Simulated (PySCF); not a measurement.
Basis-set dependence of population analyses: `C=C=O`

Compound: C₂H₂O.
Bonds: C1–C2 (double), C2–O3 (double). Hydrogens: H4, H5 on C1.

PBE0 throughout (PySCF), one geometry, spherical d and f functions. Isolated species at its PBE0-D3(BJ)/def2-SVP geometry, gas phase. Atoms taken as equivalent share a column and are averaged.

Mulliken charges (e):

```tsv
basis	functions	C1	C2	O3	H4/H5
STO-3G	17	-0.271	+0.198	-0.133	+0.103
6-31G	31	-0.471	+0.348	-0.320	+0.222
6-31G*	46	-0.586	+0.456	-0.328	+0.229
def2-SVP	52	-0.324	+0.188	-0.094	+0.115
6-311+G(2d,p)	93	-0.387	+0.391	-0.302	+0.149
def2-TZVP	105	-0.409	+0.209	-0.156	+0.177
```

IAO charges (e):

| basis | functions | C1 | C2 | O3 | H4/H5 |
| --- | --- | --- | --- | --- | --- |
| STO-3G | 17 | -0.451 | +0.254 | -0.118 | +0.158 |
| 6-31G | 31 | -0.539 | +0.403 | -0.266 | +0.201 |
| 6-31G* | 46 | -0.553 | +0.448 | -0.286 | +0.195 |
| def2-SVP | 52 | -0.553 | +0.442 | -0.274 | +0.192 |
| 6-311+G(2d,p) | 93 | -0.575 | +0.459 | -0.291 | +0.204 |
| def2-TZVP | 105 | -0.576 | +0.461 | -0.291 | +0.203 |

Hirshfeld charges (e):

```csv
basis,functions,C1,C2,O3,H4/H5
STO-3G,17,-0.160,+0.135,-0.062,+0.044
6-31G,31,-0.182,+0.189,-0.149,+0.071
6-31G*,46,-0.185,+0.195,-0.150,+0.070
def2-SVP,52,-0.190,+0.201,-0.145,+0.067
"6-311+G(2d,p)",93,-0.183,+0.196,-0.153,+0.070
def2-TZVP,105,-0.188,+0.199,-0.152,+0.070
```

Q: Which scheme is steadiest as the basis changes?

A: Largest range over the bases for any column: Hirshfeld 0.09 e, IAO 0.21 e, Mulliken 0.32 e. Hirshfeld charges move least and Mulliken charges most, counted in e. Without the minimal STO-3G basis the ranges are Hirshfeld 0.01, IAO 0.06, Mulliken 0.27 e.

Q: How much do the charges still move between the two largest bases, 6-311+G(2d,p) and def2-TZVP?

A: At most, over all atoms: Mulliken 0.182 e, IAO 0.002 e, Hirshfeld 0.004 e.

Q: What do the same runs give for the total energy, the frontier levels and the dipole moment?

A: 
```csv
basis,energy (Eh),HOMO (eV),LUMO (eV),μ (D)
STO-3G,-150.4208,-4.31,1.98,0.56
6-31G,-152.3683,-6.85,-0.87,1.70
6-31G*,-152.4202,-6.78,-0.67,1.44
def2-SVP,-152.3123,-6.99,-0.85,1.37
"6-311+G(2d,p)",-152.4734,-7.14,-1.03,1.51
def2-TZVP,-152.4880,-7.11,-0.98,1.46
```

The dipole is fixed by the density alone, so its range of 1.14 D shows that the density itself changes with the basis, not only its division among atoms.
